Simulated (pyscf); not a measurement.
A first-order saddle from PySCF, ωB97X-D3(BJ)/def2-SVP:

```xyz
10

N     -0.3776    -0.4191     1.1688
Si    -0.0331     1.0748     0.3875
H     -0.7033    -0.4322     2.1292
H     -0.0031    -1.3066     0.8546
H      0.3737     0.1065    -1.0723
H     -0.7855     1.9875     1.3309
H      1.2998     1.7296     0.2883
O     -1.1021     1.6299    -1.0744
H     -0.5052     0.7548    -1.4521
H     -2.0496     1.4577    -0.9619
```
Charge 0, spin multiplicity 1.

Surface: singlet, charge 0. Lowest wavenumbers (cm⁻¹): 1188i, 162, 378, 417, 447.

**Question.** Name the species on either side of this saddle.

**Answer.** H₂N–SiH₃ (SMILES N[SiH3]) + H₂O (SMILES O) <-> H₂N–SiH₂–OH (SMILES N[SiH2]O) + H₂ (SMILES [H][H]), a four-centre exchange read from left to right: H–Si, H–O broken and O–Si, H–H formed. At ωB97M-D3(BJ)/def2-TZVP it lies +120.3 kJ/mol from the left side and +212.8 kJ/mol from the right (each side as separated species at their lowest minima found). The same reactants have a lower exit, to HO–SiH₃ + NH₃ (barrier +78.9 kJ/mol at ωB97M-D3(BJ)/def2-TZVP, against +120.3 kJ/mol here). One saddle was located; it need not be the lowest between these sides.
